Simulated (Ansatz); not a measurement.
in.yaml

```yaml
crystal:
  periodic: [false, false, false]
  atoms:
    - {symbol: H, position_ang: [0.000000, 0.000000, -0.896000]}
    - {symbol: H, position_ang: [0.000000, 0.000000, -0.094000]}
    - {symbol: H, position_ang: [0.000000, 0.000000, 0.990000]}
basis:
  gaussian: {orbitals: cc-pVDZ}
magnetization: {spin_polarized: false, initial_magnetization: 1}
correlation: {active_space: {ras: {orbitals: [1, 1, 13], electrons: 3, max_holes: 2, max_particles: 2}, fixed_orbitals: true}}
```

```sh
$ ansatz run in.yaml --threads 1 --pin off --events-out ev --progress --plain --max-ram 2393MiB
```

The program prints:

```
128 factors; integrals over basis functions are off by at most 9.3e-4 eV
mean field evaluation 1: about -43.1320 eV, gradient 5.5e0 eV
mean field evaluation 2: about -43.1316 eV, gradient 5.5e0 eV
mean field evaluation 4: about -43.4739 eV, gradient 8.8e-1 eV
mean field evaluation 8: about -43.4998 eV, gradient 3.9e-4 eV
mean field -43.49979256 eV, -1.5985878913 hartree, gradient 2.0e-6 eV, S^2 0.750000; 0 other end points of the search recorded, 0 dependent functions left out
reference -43.49979256 eV, -1.5985878913 hartree; 2, 1 occupied and 13, 14 virtual orbitals, 128 factors
state -44.81974217 eV, -1.6470951447 hartree
Total energy: -44.81974217 eV, -1.6470951447 hartree
```

Natural occupations: 1.9592 0.9981 0.0245 0.0059 0.0039 0.0029 0.0029 0.0007 0.0007 0.0007 0.0004 0.0001 0.0001 0.0000 0.0000.

Ran on 1 thread of Arm Neoverse V1, shared host: 0.06 s wall, 0.06 GiB peak host memory.
